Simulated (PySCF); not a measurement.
Compound: formic acid, CH2O2.
Numbering: `[O:1]=[CH:2][OH:3]` (hydrogens: H4 on C2; H5 on O3)

Computed by this run: PySCF 2.14.0, PBE/6-31+G* geometry optimisation, gas phase; density fitting, grid level 1; the optimiser is geomeTRIC in internal coordinates, started from a GFN2-xTB structure.

Step 0: E = -5158.2620 eV
```
atom  x, y, z in Å  |  force x, y, z in eV/Å
O1     -0.6588    1.1265   -0.5544   -0.587   2.228  -0.762
C2     -0.4135    0.0254   -0.1671   -0.531  -1.095   0.521
O3      0.7823   -0.5386   -0.1587    1.045  -1.449   0.379
H4     -1.1554   -0.6783    0.2399   -0.198  -0.239   0.128
H5      1.4540    0.0679   -0.5152    0.271   0.555  -0.266
```

Task: Estimate the geometry and energy of step 1. (The exact step hangs on the optimiser's Hessian estimate; all steps are aligned on step 0, rigid shifts and turns removed.)

Result: E = -5158.3312 eV, largest force 0.102 eV/Å
```
atom  x, y, z in Å  |  force x, y, z in eV/Å
O1     -0.6542    1.1457   -0.5627   -0.005  -0.014   0.011
C2     -0.4183    0.0198   -0.1641    0.013   0.093  -0.040
O3      0.8044   -0.5668   -0.1514    0.037  -0.057   0.014
H4     -1.1686   -0.6832    0.2440   -0.023  -0.044   0.021
H5      1.4453    0.0874   -0.5215   -0.021   0.022  -0.005
```

The energy changes by -0.0693 eV. The first-order estimate −F·Δx gives -0.1379 eV and the mean of the old and new forces, exact on a quadratic surface, -0.0703 eV. The step makes an angle of 37° with the force vector and moves no atom by more than 0.037 Å.

What follows is the cost of the whole optimisation. The run took 5.1 s on one thread, Arm Neoverse V1 (aarch64), on a shared host, and the process peaked at 0.27 GiB of memory.
